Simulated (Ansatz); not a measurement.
Geometry optimisation, Ansatz, RKS r2SCAN/def2-SVP.

The input (input.yaml):

```yaml
crystal:
  periodic: [false, false, false]
  atoms:
    - { symbol: B, position_ang: [-0.8988, 0.7983, -0.7001] }
    - { symbol: C, position_ang: [0.4706, 0.3168, -0.2175] }
    - { symbol: C, position_ang: [0.306, -0.8944, 0.6804] }
    - { symbol: H, position_ang: [-1.8702, 0.316, -0.3776] }
    - { symbol: H, position_ang: [-1.007, 1.7744, -1.4443] }
    - { symbol: H, position_ang: [0.9854, 1.1538, 0.3316] }
    - { symbol: H, position_ang: [1.1123, 0.0524, -1.0998] }
    - { symbol: H, position_ang: [-0.35329, -0.5486, 1.58721] }
    - { symbol: H, position_ang: [-0.28669, -1.71913, 0.15652] }
    - { symbol: H, position_ang: [1.24278, -1.26222, 1.06855] }
basis:
  gaussian: { orbitals: def2-SVP }
hamiltonian:
  xc: r2scan
relax:
  f_tol: 0.015
  max_steps: 40
```

Run as:

```bash
$ ansatz run input.yaml --threads 1 --pin off --max-ram 2048MiB --backend cpu --events-out ev --progress --plain --runs-dir out
```

**Question.** Where does it end, and by what steps?

**Answer.** It converged. After 4 steps the energy has fallen by 0.332 eV; H4 moved furthest, 0.20 Å.

```json
{"step": "0", "energy less start (eV)": "0.0000", "largest force component (eV/Å)": "2.215", "accepted": "yes"}
{"step": "1", "energy less start (eV)": "-0.2968", "largest force component (eV/Å)": "0.926", "accepted": "yes"}
{"step": "2", "energy less start (eV)": "-0.3312", "largest force component (eV/Å)": "0.144", "accepted": "yes"}
{"step": "3", "energy less start (eV)": "-0.3322", "largest force component (eV/Å)": "0.075", "accepted": "yes"}
{"step": "4", "energy less start (eV)": "-0.3323", "largest force component (eV/Å)": "0.012", "accepted": "yes"}
```

```xyz
10
Properties=species:S:1:pos:R:3
B -0.933 0.881 -0.754
C 0.391 0.286 -0.194
C 0.317 -0.920 0.741
H -2.018 0.414 -0.479
H -0.890 1.841 -1.491
H 0.938 1.131 0.277
H 1.029 0.073 -1.079
H -0.270 -0.687 1.644
H -0.177 -1.773 0.250
H 1.312 -1.259 1.072
```

Time of the run: 18 s on 1 thread of Arm Neoverse V1, on a shared host, peak memory 0.15 GiB.
